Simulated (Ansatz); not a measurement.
input.yaml (Ansatz)

```yaml
crystal:
  lattice:
    - [3.6586367761, 0.0, 0.0]
    - [-1.829318388, 3.1684723913, 0.0]
    - [0.0, 0.0, 5.6669369512]
  atoms:
    - { symbol: "Y", position: [0.3333333333, 0.6666666667, 0.25], spin: 1.0 }
    - { symbol: "Y", position: [0.6666666667, 0.3333333333, 0.75], spin: 1.0 }
hamiltonian:
  xc: pbe
  pseudopotentials:
    kind: paw
    azcp:
      "Y": "pseudopotentials/Y.paw.azcp"
basis:
  ecutwfc: 420
  fft_grid_basis: typed
kpoints:
  mp_grid: { grid: [16, 16, 9], shift: [0, 0, 0] }
magnetization:
  spin_polarized: true
scf:
  occupations: { method: fermi_dirac, width: 0.05 }
```

Output

```
Engine: ansatz 0.2.0, aarch64-unknown-linux-gnu
Pseudopotentials: kind: paw
Pseudopotential: Y, paw, valence charge 11, recommended cutoff 420 eV (normal) 
Functional definition: PBE
  parameter kappa = 0.804
  parameter beta = 0.06672455060314922
  exchange = pbe_x(kappa = kappa, mu = beta*pi^2/3)
  correlation = pbe_c(beta = beta)
Crystal: 2 atoms, lattice volume = 65.693 Å³
Basis set: ecut = 420 eV, 1267 PW (Γ)
Bands: 16, of which v1, the nominal top of the filled ones, is band 11 counted from 1 (10 counted from 0)
Symmetry: 24 space group operations
Space group: P63/mmc (ITA 194), of the structure as read, at distance tolerance 4.0e-5 Å
Magnetic group: BNS 194.263 (UNI 1493), of the structure as read, at distance tolerance 4.0e-5 Å
k-points: 150 of 2304
Non-local potential: Y, projectors of the file, l = 0: 3, l = 1: 2, l = 2: 2, l = 3: 1
PAW form: soft (Blöchl's): semilocal exchange-correlation on the pseudo side does not see the compensation charge
PAW one-centre angular grid: Y, 590 points (default); XC on 64 Gauss nodes
Initial density: superposition of atomic densities (chi_scale 0.1, normalization cell)
Starting moments: Σ|m| = 2 μB on 2 of 2 sites
Initial wavefunctions: pseudopotential atomic-orbital guess
Functional: x = pbe(κ = 0.804, μ = 0.2195149727645171), c = pbe(β = 0.06672455060314922)
iter 1 solved again at ethr=8.55e-4 eV; its pass at ethr=3.10e-3 eV (dr2=1.88e-1 eV) is discarded
SCF iter   1: F=—  HF=-7697.389574 eV  |F-HF|=—  |Δ(HF+E_count)|=         —  Δρ=1.79e-2 (↑1.79e-2 ↓1.05e-2)  dr2=1.85e-1  dr2_m=1.03e-1  M=0.862 μB ∫|m|=0.862 μB  β_m=0.30  ethr=8.55e-4  ⟨swp⟩=1.0  Hψ=27658  notcnv=0
Mixer restart at iter 1: flushing history
spin=Collinear: Kerker preconditioning applied to the charge; magnetization (m = ρ↑ − ρ↓) channel mixes plain (no charge-response kernel on spin).
SCF iter   2: F=—  HF=-7697.363607 eV  |F-HF|=—  |Δ(HF+E_count)|=   2.60e-2  Δρ=1.34e-2 (↑1.34e-2 ↓7.71e-3)  dr2=1.16e-1  dr2_m=5.48e-2  M=0.809 μB ∫|m|=0.809 μB  β_m=0.65  ethr=8.39e-4  ⟨swp⟩=1.0  Hψ=4800  notcnv=0
SCF iter   3: F=—  HF=-7697.345086 eV  |F-HF|=—  |Δ(HF+E_count)|=   1.85e-2  Δρ=1.31e-3 (↑1.18e-3 ↓1.31e-3)  dr2=2.65e-3  dr2_m=2.97e-4  M=0.581 μB ∫|m|=0.581 μB  β_m=0.82  ethr=5.28e-4  ⟨swp⟩=2.0  Hψ=8309  notcnv=0
SCF iter   4: F=—  HF=-7697.347209 eV  |F-HF|=—  |Δ(HF+E_count)|=   2.12e-3  Δρ=6.14e-4 (↑5.25e-4 ↓6.14e-4)  dr2=8.11e-5  dr2_m=1.81e-4  M=0.480 μB ∫|m|=0.480 μB  β_m=0.91  ethr=1.20e-5  ⟨swp⟩=2.0  Hψ=5769  notcnv=0
SCF iter   5: F=—  HF=-7697.348552 eV  |F-HF|=—  |Δ(HF+E_count)|=   1.34e-3  Δρ=5.39e-4 (↑5.17e-4 ↓5.39e-4)  dr2=1.48e-5  dr2_m=1.66e-4  M=0.413 μB ∫|m|=0.413 μB  β_m=0.96  ethr=3.69e-7  ⟨swp⟩=2.1  Hψ=7981  notcnv=0
SCF iter   6: F=—  HF=-7697.350244 eV  |F-HF|=—  |Δ(HF+E_count)|=   1.69e-3  Δρ=4.28e-4 (↑4.22e-4 ↓4.28e-4)  dr2=6.08e-6  dr2_m=1.07e-4  M=0.312 μB ∫|m|=0.312 μB  β_m=0.85  ethr=6.71e-8  ⟨swp⟩=3.0  Hψ=9237  notcnv=0
SCF iter   7: F=—  HF=-7697.352469 eV  |F-HF|=—  |Δ(HF+E_count)|=   2.23e-3  Δρ=1.09e-4 (↑8.69e-5 ↓1.09e-4)  dr2=2.31e-5  dr2_m=1.71e-6  M=0.037 μB ∫|m|=0.037 μB  β_m=0.99  ethr=2.76e-8  ⟨swp⟩=4.5  Hψ=13562  notcnv=0
SCF iter   8: F=—  HF=-7697.352471 eV  |F-HF|=—  |Δ(HF+E_count)|=   1.99e-6  Δρ=5.86e-5 (↑5.86e-5 ↓5.22e-5)  dr2=2.76e-6  dr2_m=1.48e-6  M=0.036 μB ∫|m|=0.036 μB  β_m=0.99  ethr=2.76e-8  ⟨swp⟩=2.6  Hψ=8203  notcnv=0
SCF iter   9: F=—  HF=-7697.352499 eV  |F-HF|=—  |Δ(HF+E_count)|=   2.82e-5  Δρ=1.35e-5 (↑7.08e-6 ↓1.35e-5)  dr2=3.78e-7  dr2_m=8.23e-9  M=-0.000 μB ∫|m|=0.001 μB  β_m=1.00  ethr=1.25e-8  ⟨swp⟩=3.0  Hψ=9202  notcnv=0
SCF iter  10: F=—  HF=-7697.352499 eV  |F-HF|=—  |Δ(HF+E_count)|=   3.03e-8  Δρ=2.07e-6 (↑2.07e-6 ↓2.04e-6)  dr2=5.59e-9  dr2_m=1.28e-9  M=-0.001 μB ∫|m|=0.001 μB  β_m=1.00  ethr=1.72e-9  ⟨swp⟩=2.6  Hψ=7222  notcnv=0
SCF iter  11: F=—  HF=-7697.352499 eV  |F-HF|=—  |Δ(HF+E_count)|=   2.21e-8  Δρ=4.89e-7 (↑3.72e-7 ↓4.89e-7)  dr2=1.15e-10  dr2_m=8.58e-11  M=0.000 μB ∫|m|=0.000 μB  β_m=1.00  ethr=2.54e-11  ⟨swp⟩=2.8  Hψ=8702  notcnv=0
SCF iter  12: F=-7697.352499 eV  HF=-7697.352499 eV  |F-HF|=6.37e-12  |Δ(HF+E_count)|=   1.37e-9  Δρ=7.60e-8 (↑5.46e-8 ↓7.60e-8)  dr2=4.43e-12  dr2_m=1.74e-12  M=0.000 μB ∫|m|=0.000 μB  ethr=1.00e-12  ⟨swp⟩=1.0  Hψ=14609  notcnv=0
SCF 1 converged in 12 iterations: F = -7697.352499 eV  dr2 = 4.43e-12
WARN: the starting moments were not kept: the SCF closed with an absolute magnetisation of 5.2e-6 μB, where they sum to 2 μB in size (2 sites). That is at most 0.1 of that sum. Measured as dr2_m measures the in/out step, that magnetisation stands 1.3e-12 eV from none, at or under the dr2_threshold of 1.0e-7 eV: it is no larger than a step whose dr2_m would equal this threshold. The system may hold no moment; this SCF shows only that its start led to no more than that. To try another start: raise the starting moments (crystal.atoms[].spin, magnetization.per_species, magnetization.initial_magnetization, or on a non-collinear deck that types none of these the spinor_matrix: blocks that start its atoms; where the total moment is fixed, keep their sum and leave initial_magnetization as it is; typed ones take the place of any that the run laid by itself, positive ones on a crystal's lanthanoids without a Hubbard term where scf.initial_density.shell_occupations: [] is typed) or, if the notice of its spin-set hold's release reads "site moments contracting" or "site moments show no strong build", lengthen the hold (scf.mixing.spin_hold: { on: { confirm: 4 } }; for m-r²SCAN on two components see the key's manual first). Each may lead to a state that holds a moment. A second SCF, from the converged charge density, with the starting moments and any scf.initial_density.shell_occupations laid on it anew, would have followed, and was not run: the deck does not ask for one (magnetization.retry_lost_moments is false, the default). To let it run, set magnetization.retry_lost_moments: true and run the deck again, where that key's refused combinations let it; where memory then withholds it, that run's warning says so.
SCF converged after 12 iterations
Magnetization: 0.0000 μB (11.0000 up, 11.0000 down)
Absolute magnetization: 0.0000 μB (∫|ρ↑−ρ↓|, with the PAW one-centre terms)
Spin contamination: 0.0000 ħ² per cell (⟨S²⟩ above its minimum at these occupations)
Per-site moments (μB) at R_I (Å): [(5.826598241370886e-7, 1.4578486479095778), (5.826598243816962e-7, 1.4578486479095778)]
Free energy (F): -7697.352499 eV
Harris-Foulkes:  -7697.352499 eV  (|F-HF|=6.37e-12)
Internal energy: -7697.320310 eV  (E = F + TS)
E sigma→0 (E₀):  -7697.336405 eV
Entropy (-TS):   -0.032189 eV (-16.094 meV/atom)
Fermi energy:    9.331653 eV
--- Per-component energies (eV) ---
  E_band       = -243.793381
  E_kinetic    = 608.844953
  E_local      = -1229.061755  (includes V_loc(G=0)·N_el)
  E_nonlocal   = 100.241633
  E_hartree    = 389.818023
  E_xc         = -345.743066
  E_vxc        = -396.896629  (∫ρ·V_xc dr)
  E_paw        = -5650.718858  (= ΣΔE_a)
  E_vpaw       = -106.557624  (= ΣTr[D̂ρ^β])
  E_aug_tail   = 0.000007  (compensation charges beyond the density's cutoff)
  E_ewald      = -1570.701247
  E_smearing   = -0.032189  (= −TS)
  E_closure    = 0.000000  (closes the sum)
  Σ components = -7697.352499   (vs F -7697.352499, Δ=0.00e0)
```
